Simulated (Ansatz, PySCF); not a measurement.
Ligands exchanged one at a time, C C2H5-H. Gas-phase values, no solvent. One relaxed conformer stands for each flexible species; it need not be the lowest. Strings in code marks are SMILES.

Quantity: redistribution energy (mixed species minus the weighted end members), in eV.

Level 1: frozen-core CCSD(T)/cc-pVDZ // PBE-D3(BJ)/def2-SVP (Ansatz, a program for electronic structure)
Level 2: PBE-D3(BJ)/def2-TZVP // PBE-D3(BJ)/def2-SVP (PySCF)
Level 3: frozen-core MP2/cc-pVDZ // PBE-D3(BJ)/def2-SVP (Ansatz)
Level 4: B3LYP/3-21G // PBE-D3(BJ)/def2-SVP (PySCF)

```json
[
 {"species": "3 of 4 C2H5 replaced by H: `CCC`", "level 1": "0.058", "level 2": "?", "level 3": "0.082", "level 4": "0.003"},
 {"species": "2 of 4 C2H5 replaced by H: `CCCCC` (C–C–C–C torsion -180°, C–C–C–C torsion -180°)", "level 1": "0.028", "level 2": "0.000", "level 3": "0.065", "level 4": "-0.055"},
 {"species": "1 of 4 C2H5 replaced by H: `C(C(CC)CC)C`", "level 1": "0.044", "level 2": "0.008", "level 3": "0.077", "level 4": "?"}
]
```

Task: Fill in the missing entries.

Result: 
- 3 of 4 C2H5 replaced by H: `CCC`, level 2: 0.039
- 1 of 4 C2H5 replaced by H: `C(C(CC)CC)C`, level 4: -0.056
